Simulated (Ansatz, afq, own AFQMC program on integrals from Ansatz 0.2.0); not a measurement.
Two steps: Ansatz 0.2.0 writes the Fock matrix and Cholesky factors of the valence space, and afq projects on them the lowest state that overlaps trial and start.

```yaml
crystal:
  periodic: [false, false, false]
  atoms:
    - {symbol: C, position_ang: [0.000000, 0.000000, 1.465561]}
    - {symbol: Se, position_ang: [0.000000, 0.000000, -0.274966]}
    - {symbol: H, position_ang: [0.000000, 0.924142, 2.038253]}
    - {symbol: H, position_ang: [0.000000, -0.924142, 2.038253]}
basis:
  gaussian: {orbitals: cc-pVDZ}
magnetization: {spin_polarized: true, initial_magnetization: 2}
correlation: {method: ccsd_t, electrons: outside_noble_gas, hamiltonian_folder: ham}
```

```sh
$ ansatz run in.yaml --threads 1 --pin off --events-out ev --progress --plain --max-ram 1843MiB
```

Options of the walk:

```
--method phaseless --trial cisd --walkers 60 --populations 1 --least-time 40 --time-step 0.005 --steps-per-block 50 --equilibration-blocks 28 --max-blocks 300 --target-error 0.00042 --factor-cut 1e-05 --start spin_pure --seed 4443 --release-times 0.24,0.51,0.99,1.62,2.4 --release-step 0.03 --release-every 4 --taylor-order 6
```

Times are imaginary, in 1/Eh. The walk had a cap of 1252 s. Filled inner d shells are frozen with the cores.

afq prints:

```
orbitals 36  electrons 7 5  factors 290 of 547
reference energy -2438.77634001 Eh
CCSD correlation -0.24569557 Eh in 11 cycles, weight of the determinant in the CISD state 0.8820
energy of the start -2439.021282 Eh
 block  time / (1/Eh)  mean weight  energy / Eh
     1     0.250  0.9993  -2439.018044
     2     0.500  1.0004  -2439.021305
     3     0.750  0.9993  -2439.023952
     4     1.000  0.9995  -2439.025153
     5     1.250  1.0008  -2439.027049
     7     1.750  0.9989  -2439.026742
     9     2.250  1.0008  -2439.032090
    13     3.250  1.0005  -2439.026512
    21     5.250  1.0001  -2439.036129
    25     6.250  0.9982  -2439.046702
    29     7.250  1.0009  -2439.040324
    37     9.250  1.0005  -2439.033081
    45    11.250  1.0013  -2439.032079
    53    13.250  0.9988  -2439.025832
    61    15.250  1.0007  -2439.034282
    69    17.250  0.9998  -2439.025235
    77    19.250  1.0019  -2439.028443
    85    21.250  0.9983  -2439.025135
    93    23.250  1.0012  -2439.034882
   101    25.250  1.0012  -2439.027571
   109    27.250  0.9983  -2439.026565
   117    29.250  0.9975  -2439.024848
   125    31.250  0.9986  -2439.033336
   133    33.250  0.9984  -2439.030908
   141    35.250  1.0010  -2439.032531
   149    37.250  0.9980  -2439.032177
   157    39.250  1.0012  -2439.023251
   165    41.250  1.0022  -2439.031322
   173    43.250  0.9984  -2439.024589
   181    45.250  1.0004  -2439.027896
   185    46.250  0.9983  -2439.028494
blocks merged  error / Eh  count
     1  0.000272  160
     2  0.000315  80
     4  0.000367  40
     8  0.000419  20
    16  0.000393  10
released: time / (1/Eh)  energy / Eh  error  mean overlap
  0.24  -2439.029144  0.000453  1.0000
  0.51  -2439.029864  0.000524  0.9974
  0.99  -2439.029760  0.000533  1.0075
  1.62  -2439.029918  0.000682  1.0078
  2.40  -2439.030935  0.000794  0.9529
energy -2439.028888 +/- 0.000419 Eh
(rows thinned)
```

The run passed its tests (sampling time, drift between the halves within three errors, error under three times the target), which doesn't prove that it has relaxed.

Against this walk (error 11.4 meV) on the same determinant: CCSD(T) 7.1 meV higher (within the noise), CCSDT(Q) 26.6 meV lower. The error is statistical and leaves out the bias of the constraint. Released to 2.40 1/Eh the energy lies 56 ± 24 meV (both errors) below the phaseless value, which shows part or all of the bias of the constraint, and CCSDT(Q) lies 29.1 meV above the released value.

Cautions: constraint bias not in the error; no relativity below Rb; no spin-orbit coupling; inner d shell frozen; another spin lies lower (by 1.68 eV).

The walk took 4.9 min on 1 thread of Arm Neoverse V1 (shared host). The log's last line is the phaseless energy.

CCSDT and higher add their correlation energy to the determinant of the CCSD(T) run, since their own runs factorise the integrals more tightly (a shift of under 2 meV). A walk keeps the symmetry of its determinant, which the program's search chose and which needn't be the lowest solution, so a lower state of the same spin and another symmetry isn't excluded.
